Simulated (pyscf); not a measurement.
Structures and frequencies: ωB97X-D3(BJ)/def2-SVP in PySCF.

Q: `[CH2]=[C]([CH3])[CH3]` + `[CH3]` [doublet] → `[CH3][CH2][C]([CH3])[CH3]` [doublet]
Surface: doublet. Broken: none. Formed: C–C. Give ΔE‡ and ΔE from ωB97M-D3(BJ)/def2-TZVP, relative to the separated reactants.

A: ΔE‡ = 5.1 kcal/mol, ΔE = -27.9 kcal/mol. Zero-point energy shifts the barrier by +1.9 kcal/mol. It is an addition, with an imaginary mode of 441i cm⁻¹. One saddle was located; it need not be the lowest between these sides.
